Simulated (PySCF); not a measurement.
**N2: frontier orbitals**

PBE0 at R = 1.099 Å; N x2c-SVPall; spin-free X2C with a Gaussian nucleus (PySCF 2.14). State: ¹Σg⁺ (singlet), closed shell. Only the outer orbitals are listed.

```
orbital  occ.  ε (eV)  main shells (%)
     σg     2  -31.18       74 s, 25 p
     σu     2  -15.23       75 s, 25 p
     πu     2  -13.10             98 p
     πu     2  -13.10             98 p
     σg     2  -12.03       67 p, 33 s
     πg     0   -0.35             99 p
     πg     0   -0.35             99 p
     σg     0   14.11       84 s, 14 p
```

Q: Which are the highest filled and the lowest empty level, where do they sit, and how wide is the gap?

A: Highest filled σg at -12.03 eV (in %: 67 p, 33 s); lowest empty πg at -0.35 eV (in %: 99 p); the gap at PBE0 is 11.68 eV.

The bond order (Mayer) is 2.79 and the ⟨S²⟩ is 0.000. The polarisability along the bond is 13.0 bohr³. The polarisability across the bond is 6.0 bohr³.
